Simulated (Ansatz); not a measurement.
Relaxation of C3H3ClS (8 atoms, charge 0, multiplicity 1), to a largest force component of 0.02 eV/Å in at most 50 steps.

Theory: RKS revPBE-D4/def2-SVP in Ansatz 0.2.0.

```xyz
8
Properties=species:S:1:pos:R:3
Cl -0.918 -0.360 2.288
C -0.427 0.737 1.042
C 0.010 0.309 -0.118
C 0.424 -0.790 -0.916
S 0.653 0.884 -1.542
H -0.508 1.800 1.312
H 1.280 -1.349 -0.698
H -0.422 -1.287 -1.423
```

Problem. Where does it end, and by what steps?

Solution. The forces met the threshold. After 5 steps the energy has fallen by 0.311 eV; S5 moved furthest, 0.10 Å.

```tsv
step	energy less start (eV)	largest force component (eV/Å)	accepted
0	0.0000	2.490	yes
1	-0.2402	1.354	yes
2	-0.3030	0.243	yes
3	-0.3054	0.205	yes
4	-0.3113	0.055	yes
5	-0.3114	0.012	yes
```

```xyz
8
Properties=species:S:1:pos:R:3
Cl -0.942 -0.384 2.294
C -0.430 0.764 1.080
C 0.053 0.356 -0.100
C 0.388 -0.792 -0.937
S 0.691 0.918 -1.630
H -0.536 1.820 1.364
H 1.297 -1.377 -0.707
H -0.428 -1.361 -1.419
```

Time of the run: 3.8 s on 2 threads of AMD EPYC 9R45 96-Core Processor (Zen 5), with other jobs on the host, peak memory 0.15 GiB.
